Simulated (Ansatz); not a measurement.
We consider α-quartz (SiO2), described by r²SCAN0 (plane waves, PAW; Ansatz, a first-principles code).

Run with plane-wave cutoff 520 eV, 6×6×4 k mesh (along the axes of the cell as run), Fermi–Dirac smearing 0.01 eV, scalar-relativistic PAW data made under PBE.

The cell has the measured lattice parameters. Conventional cell: a = 4.9134 Å, b = 4.9134 Å, c = 5.4051 Å, α = 90.00°, β = 90.00°, γ = 120.00°.

```yaml
crystal:
  lattice:
    - [2.45672, -4.25516, 0.00000]
    - [2.45672, 4.25516, 0.00000]
    - [0.00000, 0.00000, 5.40512]
  atoms:
    - { symbol: Si, position: [0.00000, 0.47000, 0.33333] }
    - { symbol: Si, position: [0.53000, 0.53000, 0.00000] }
    - { symbol: Si, position: [0.47000, 0.00000, 0.66667] }
    - { symbol: O, position: [0.26780, 0.41460, 0.21457] }
    - { symbol: O, position: [0.58540, 0.85320, 0.88124] }
    - { symbol: O, position: [0.73220, 0.14680, 0.45210] }
    - { symbol: O, position: [0.85320, 0.58540, 0.11876] }
    - { symbol: O, position: [0.41460, 0.26780, 0.78543] }
    - { symbol: O, position: [0.14680, 0.73220, 0.54790] }
```

### Question
List the 31 lowest band energies at Γ above −25 eV (eV, relative to the valence band maximum), grouping those that round alike.

### Answer
At Γ: -21.64, -20.04 (×2), -19.38, -19.34 (×2), -8.69 (×2), -5.72, -5.62, -5.51 (×2), -3.19 (×2), -2.95, -2.64, -1.56 (×2), -1.54, -1.08 (×2), -0.74, -0.34 (×2), 8.98, 12.53 (×2), 13.12 (×2), 14.54, 15.29.

Note: the run warned that its exchange threshold was loose for the stress; cell and atoms aren't relaxed at this level (largest force component 0.11 eV/Å, pressure -1.1 GPa).
